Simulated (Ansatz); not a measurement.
Compare A (`C/C=C/C#N`) with its isomer B (`C=C1CC1=N`).

Calculated with Ansatz (gas phase, PBE0-D4/def2-TZVP geometries, no zero-point term in ΔE). CCSD(T)/CBS adds triple-zeta CCSD(T) − MP2 to the extrapolated MP2 energy (def2 sets, frozen cores). This one scheme is used for every species. DFT in def2-TZVPP. B3LYP here is the variant with VWN-RPA as its local correlation; programs differ in this. One conformer a species, not always the lowest.

Q: Which is lower in electronic energy at CCSD(T)/CBS, and by how much? (Best estimate.)

A: Ansatz gave: A, by 209.7 kJ/mol.

Q: Give E(B) − E(A) in kJ/mol with PBE-D4, HF/def2-TZVPP, CCSD/def2-TZVPP, CCSD(T)/def2-TZVPP, r2SCAN-D4, B3LYP-D4, BLYP-D4. (Estimate.)

A: The calculation gave: PBE-D4 172.3, HF/def2-TZVPP 237.2, CCSD/def2-TZVPP 217.1, CCSD(T)/def2-TZVPP 214.0, r2SCAN-D4 185.7, B3LYP-D4 198.3, BLYP-D4 195.7. None reverses the order clearly.

Q: Does the order hold for the free energy at 298.15 K (harmonic terms from PBE0-D4)? (Estimate.)

A: The calculation gave: Yes: G(B) − G(A) = +210.0 kJ/mol, for one conformer each.

Largest T1 diagnostic: 0.013.

Leaving LDA and LC-ωPBE aside and taking each functional with its dispersion term where it has one, the values, not all of them listed here, spread over 39.8 kJ/mol, from PBE-D4 to B2PLYP. LDA lies −20.4 kJ/mol from PBE without D4. From PBE to PBE0 (25 % exact exchange), in def2-TZVPP and without D4, E(B) − E(A) moves by +6.3 kJ/mol.
